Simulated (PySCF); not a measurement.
P₂⁺ at PBE0

Computed with PBE0; P aug-pcseg-1; no relativity (PySCF 2.14).

```
state                          : ²Πu (doublet), unpaired electrons π ↑
bond length                    : 1.979 Å
harmonic wavenumber            : 717 cm⁻¹
force constant                 : 4.69 mdyn/Å
rotational constant Be         : 0.2778 cm⁻¹
anharmonicity ωexe             : 2.24 cm⁻¹
vibration–rotation constant αe : 0.00127 cm⁻¹
well depth De to P⁺ + P        : 4.74 eV
dissociation energy D0         : 4.70 eV
bond order (Mayer)             : 1.85
```

The state is the lowest determinant that a PBE0 search found; another state may lie lower at other levels.
